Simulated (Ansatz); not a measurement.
Relaxation of C₃H₄S₂ (9 atoms, charge 0, multiplicity 1), to a largest force component of 0.015 eV/Å in at most 40 steps.

The calculation used Ansatz 0.2.0, RKS PBE/def2-SVP.

```xyz
9
Properties=species:S:1:pos:R:3
C -2.409 -0.553 0.910
C -1.642 -0.053 0.151
S -0.524 0.601 -0.920
C 1.080 0.184 0.014
S 2.483 0.735 -0.880
H -3.192 -0.895 1.555
H 1.012 0.640 1.012
H 1.109 -0.895 0.132
H 3.359 0.168 -0.142
```

Task: Where does it end, and by what steps?

Result: The forces met the threshold. After 19 steps the energy has fallen by 0.498 eV; H9 moved furthest, 1.39 Å.

```csv
step,energy less start (eV),largest force component (eV/Å),accepted
0,0.0000,2.924,yes
1,-0.2625,1.005,yes
2,-0.3120,0.429,yes
3,-0.3404,0.172,yes
4,-0.3268,1.128,no
5,-0.3581,0.136,yes
6,-0.3707,0.168,yes
7,-0.3775,0.621,yes
8,-0.3956,0.491,yes
9,-0.4291,0.307,yes
10,-0.4592,0.281,yes
11,-0.4841,0.087,yes
12,-0.4800,0.397,no
13,-0.4922,0.032,yes
14,-0.4954,0.110,yes
15,-0.4900,0.394,no
16,-0.4958,0.249,yes
17,-0.4973,0.043,yes
18,-0.4975,0.022,yes
19,-0.4975,0.002,yes
```

```xyz
9
Properties=species:S:1:pos:R:3
C -2.463 -0.626 0.716
C -1.526 -0.123 0.099
S -0.276 0.581 -0.793
C 1.160 0.328 0.364
S 2.718 0.801 -0.434
H -3.289 -1.067 1.257
H 1.043 0.996 1.239
H 1.162 -0.725 0.706
H 2.747 -0.234 -1.321
```

Whether the end is a true minimum wasn't checked by a vibrational analysis.

The run took 31 s on 2 threads of Arm Neoverse V1, on a shared host, peak memory 0.13 GiB.
